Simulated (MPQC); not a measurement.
# One shape, several levels: SiH3O (SMILES O[SiH2])

Wanted: a comparison of 6 runs (UHF/STO-3G, UHF/3-21G, UHF/def2-SVP, ROSVWN5/MINI (Huzinaga), UPBE/6-31G*, UPBE0/def2-SVP) of SiH3O. 

The calculation is run with MPQC 2.3.1.

1 further run of the same task is left out (set aside as unsound or not needed).

### 1 The structure to begin with

SiH3O has 5 atoms, charge 0, and is taken as a doublet. SMILES: `O[SiH2]`. The shape is that of a GFN2-xTB optimisation. This is one conformer, not always the lowest.

Bond lengths: O1–Si2 1.639 Å, O1–H3 0.952 Å, Si2–H4 1.458 Å, Si2–H5 1.448 Å. Angles: O1–Si2–H4 110.9°, O1–Si2–H5 101.7°, Si2–O1–H3 122.7°, H4–Si2–H5 117.6°.

### 2 Energy and gradient at UHF/STO-3G (run 1)

input.in reads:

```
% emacs should use -*- KeyVal -*- mode
molecule<Molecule>: (
   symmetry = c1
   unit = angstrom
   { atoms geometry } = {
      O  [ 0.557310      -0.433760       0.798460 ]
      Si [ 0.001930       0.341950      -0.533940 ]
      H  [ 0.725690      -1.370660       0.814800 ]
      H  [ -1.244820      -0.253580      -1.000760 ]
      H  [ -0.040110       1.716040      -0.078560 ]
   }
)
basis<GaussianBasisSet>: (
   name = "STO-3G"
   molecule = $:molecule
   basisdir = "."
   puream = yes
)
mpqc: (
   checkpoint = no
   savestate = no
   restart = no
   do_energy = yes
   do_gradient = yes
   optimize = no
   mole<UHF>: (
      molecule = $:molecule
      basis = $:basis
      total_charge = 0
      multiplicity = 2
      memory = 1000000000
      print_evals = yes
      print_npa = yes
      maxiter = 120
      value_accuracy = 1e-08
      guess_wavefunction<UHF>: (
         molecule = $:molecule
         total_charge = 0
         multiplicity = 2
         memory = 1000000000
         value_accuracy = 1e-3
         basis<GaussianBasisSet>: (
            name = "MINI (Huzinaga)"
            molecule = $:molecule
         )
      )
   )
)
```

The basis set STO-3G is read from a file made from the Basis Set Exchange's data (not shown).

Launch:

```console
mpqc -o input.out input.in
```

The log of the run:

```text
MPQC: Massively Parallel Quantum Chemistry
[...]
  <S^2>      = 0.751642
  total scf energy = -361.1254533279
[...]
Value of the MolecularEnergy: -361.1254533279
  Gradient of the MolecularEnergy:
      1   -0.0032355006
      2   -0.0329406641
      3   -0.0382172917
      4   -0.0040092376
      5    0.0007214196
      6    0.0280495428
      7   -0.0000966807
      8    0.0346952780
      9    0.0163578162
     10   -0.0049486121
     11   -0.0129404433
     12   -0.0104515806
[...]
      symmetry = c1
[...]
      nbasis = 17
[...]
    nalpha = 13
    nbeta = 12
[...]
```

It took 0.16 s on 1 thread of Arm Neoverse V2, shared host.

### 3 Energy and forces at UHF/3-21G (run 2)

input.in reads:

```
molecule<Molecule>: (
    symmetry = c1
    unit = bohr
    { atoms geometry } = {
        O  [ 1.05316327 -0.81968760 1.50887072 ]
        Si [ 0.00364717 0.64619185 -1.00900037 ]
        H  [ 1.37135535 -2.59017201 1.53974885 ]
        H  [ -2.35236887 -0.47919675 -1.89116232 ]
        H  [ -0.07579691 3.24284562 -0.14845688 ]
    }
)
basis<GaussianBasisSet>: (
    name = "3-21G"
    molecule = $:molecule
    basisdir = "."
    puream = yes
)
mpqc: (
    checkpoint = no
    savestate = no
    restart = no
    do_energy = yes
    do_gradient = yes
    optimize = no
    mole<UHF>: (
        molecule = $:molecule
        basis = $:basis
        total_charge = 0
        multiplicity = 2
        memory = 1000000000
        print_evals = yes
        print_npa = yes
        maxiter = 120
        value_accuracy = 1e-08
        guess_wavefunction<ExtendedHuckelWfn>: (
            molecule = $:molecule
            total_charge = 0
            multiplicity = 2
            basis<GaussianBasisSet>: (
                name = "STO-3G"
                molecule = $:molecule
            )
        )
    )
)
```

The basis set 3-21G is read from a file made from the Basis Set Exchange's data (not shown).

Launch:

```console
mpqc -o input.out input.in
```

The log of the run:

```text
MPQC: Massively Parallel Quantum Chemistry
[...]
  USCF::init: total charge = 0
[...]
  iter     1 energy = -345.6006186315 delta = 2.58201e-01
[...]
  <S^2>      = 0.752116
  total scf energy = -363.5630439265
[...]
Value of the MolecularEnergy: -363.5630439265
  Gradient of the MolecularEnergy:
      1   -0.0111382336
      2    0.0162909267
      3   -0.0224610911
      4   -0.0058321924
      5   -0.0097430619
      6    0.0180597138
      7   -0.0042358656
      8    0.0094940649
      9   -0.0052143566
     10    0.0139460300
     11   -0.0008067698
     12    0.0058978098
[...]
      symmetry = c1
[...]
      nbasis = 28
[...]
    nalpha = 13
    nbeta = 12
[...]
```

Run time: 0.42 s. Hardware: 1 thread of Arm Neoverse V2, shared host.

### 4 Energy and gradient at UHF/def2-SVP (run 3)

run.in reads:

```
% emacs should use -*- KeyVal -*- mode
molecule<Molecule>: (
    symmetry = c1
    unit = angstrom
    { atoms geometry } = {
        O  [ 0.557310      -0.433760       0.798460 ]
        Si [ 0.001930       0.341950      -0.533940 ]
        H  [ 0.725690      -1.370660       0.814800 ]
        H  [ -1.244820      -0.253580      -1.000760 ]
        H  [ -0.040110       1.716040      -0.078560 ]
    }
)
basis<GaussianBasisSet>: (
    name = "def2-SVP"
    molecule = $:molecule
    basisdir = "."
    puream = yes
)
mpqc: (
    checkpoint = no
    savestate = no
    restart = no
    do_energy = yes
    do_gradient = yes
    optimize = no
    mole<UHF>: (
        molecule = $:molecule
        basis = $:basis
        total_charge = 0
        multiplicity = 2
        memory = 1000000000
        print_evals = yes
        print_npa = yes
        maxiter = 120
        value_accuracy = 1e-08
        guess_wavefunction<UHF>: (
            molecule = $:molecule
            total_charge = 0
            multiplicity = 2
            memory = 1000000000
            value_accuracy = 1e-3
            basis<GaussianBasisSet>: (
                name = "STO-3G"
                molecule = $:molecule
            )
        )
    )
)
```

The basis set def2-SVP is read from a file made from the Basis Set Exchange's data (not shown).

Launch:

```console
mpqc run.in > run.out
```

The log of the run:

```text
MPQC: Massively Parallel Quantum Chemistry
[...]
  <S^2>      = 0.752912
  total scf energy = -365.3760705219
[...]
Value of the MolecularEnergy: -365.3760705219
  Gradient of the MolecularEnergy:
      1   -0.0071057300
      2    0.0197936316
      3   -0.0099952032
      4   -0.0140424126
      5    0.0042437897
      6    0.0032513827
      7    0.0022111490
      8   -0.0102774918
      9    0.0013215164
     10    0.0117012194
     11   -0.0004700817
     12    0.0031792862
[...]
      symmetry = c1
[...]
      nbasis = 47
[...]
    nalpha = 13
    nbeta = 12
[...]
```

Wall time 2.5 s (1 thread of Arm Neoverse V2, shared host); peak memory 0.13 GiB.

Runs 4 to 5 aren't shown in full; the table further down has their settings and results.

### 5 Energy and gradient at UPBE0/def2-SVP (run 6)

run.in reads:

```
molecule<Molecule>: (
    symmetry = c1
    unit = bohr
    { atoms geometry } = {
        O  [ 1.05316327  -0.81968760   1.50887072 ]
        Si [ 0.00364717   0.64619185  -1.00900037 ]
        H  [ 1.37135535  -2.59017201   1.53974885 ]
        H  [ -2.35236887  -0.47919675  -1.89116232 ]
        H  [ -0.07579691   3.24284562  -0.14845688 ]
    }
)
basis<GaussianBasisSet>: (
    name = "def2-SVP"
    molecule = $:molecule
    basisdir = "."
    puream = yes
)
mpqc: (
    checkpoint = no
    savestate = no
    restart = no
    do_energy = yes
    do_gradient = yes
    optimize = no
    mole<UKS>: (
        molecule = $:molecule
        basis = $:basis
        total_charge = 0
        multiplicity = 2
        memory = 1000000000
        print_evals = yes
        print_npa = yes
        maxiter = 120
        value_accuracy = 1e-08
        functional<SumDenFunctional>: (
            a0 = 0.25
            coefs = [ 0.75 1 ]
            funcs: [ <PBEXFunctional>: () <PBECFunctional>: () ]
        )
        integrator<RadialAngularIntegrator>: ( grid = xfine )
        guess_wavefunction<UHF>: (
            molecule = $:molecule
            total_charge = 0
            multiplicity = 2
            memory = 1000000000
            value_accuracy = 1e-3
            basis<GaussianBasisSet>: (
                name = "3-21G"
                molecule = $:molecule
            )
        )
    )
)
```

The basis set def2-SVP is read from a file made from the Basis Set Exchange's data (not shown).

Launch:

```console
mpqc -o run.out run.in
```

The log of the run:

```text
MPQC: Massively Parallel Quantum Chemistry
[...]
  Integrated electron density error = 0.000138212723
  iter     1 energy = -366.0499738261 delta = 1.74427e-01
  Integrated electron density error = 0.000169739455
  iter     2 energy = -366.1291583274 delta = 1.54817e-02
[...]
  Integrated electron density error = -0.000000945606
  iter    24 energy = -366.1332203634 delta = 5.37861e-08
  Integrated electron density error = -0.000000945605
  iter    25 energy = -366.1332203634 delta = 2.01109e-08
  Integrated electron density error = -0.000000945606
  iter    26 energy = -366.1332203634 delta = 1.23174e-08
[...]
  <S^2>      = 0.751501
  total scf energy = -366.1332203634
[...]
  Integrated electron density error = -0.000000946143
  Total Gradient:
[...]
Value of the MolecularEnergy: -366.1332203634
  Gradient of the MolecularEnergy:
      1   -0.0068905379
      2    0.0020941396
      3   -0.0175207581
      4   -0.0154184226
      5    0.0050105490
      6    0.0111528919
      7   -0.0005110954
      8    0.0083228805
      9    0.0022526342
     10    0.0164291045
     11    0.0021640991
     12    0.0052832848
[...]
        symmetry = c1
[...]
        nbasis = 47
[...]
      nalpha = 13
      nbeta = 12
[...]
```

Run time: 35 s. Hardware: 1 thread of Arm Neoverse V2, shared host; peak memory 0.14 GiB.

### 6 All runs side by side

| run | level | starting guess | SCF convergence threshold | energy (Eh) | ⟨S²⟩ | largest force (eV/Å) | wall time |
| --- | --- | --- | --- | --- | --- | --- | --- |
| 1 | UHF/STO-3G | MINI (Huzinaga) | 1e-08 | -361.125453 | 0.752 | 2.600 | 0.16 s |
| 2 | UHF/3-21G | huckel STO-3G | 1e-08 | -363.563044 | 0.752 | 1.537 | 0.42 s |
| 3 | UHF/def2-SVP | STO-3G | 1e-08 | -365.376071 | 0.753 | 1.197 | 2.5 s |
| 4 | ROSVWN5/MINI (Huzinaga) | STO-3G | – | -362.608626 | – | 6.295 | 1.1 s |
| 5 | UPBE/6-31G* (spherical functions) | STO-3G | 1e-08 | -366.224021 | 0.751 | 1.439 | 26 s |
| 6 | UPBE0/def2-SVP | 3-21G | 1e-08 | -366.133220 | 0.752 | 1.012 | 35 s |

### 7 Outcome

| quantity | value |
| --- | --- |
| run 6: total energy | -366.13322 Eh |
| run 6: ⟨S²⟩ | 0.752 |
| run 6: largest force on an atom | 1.012 eV/Å |

Totals of different functionals can't be ranked against each other. In runs 1, 4 the basis is minimal, so the values are rough. All runs together took 66 s, the longest 35 s.
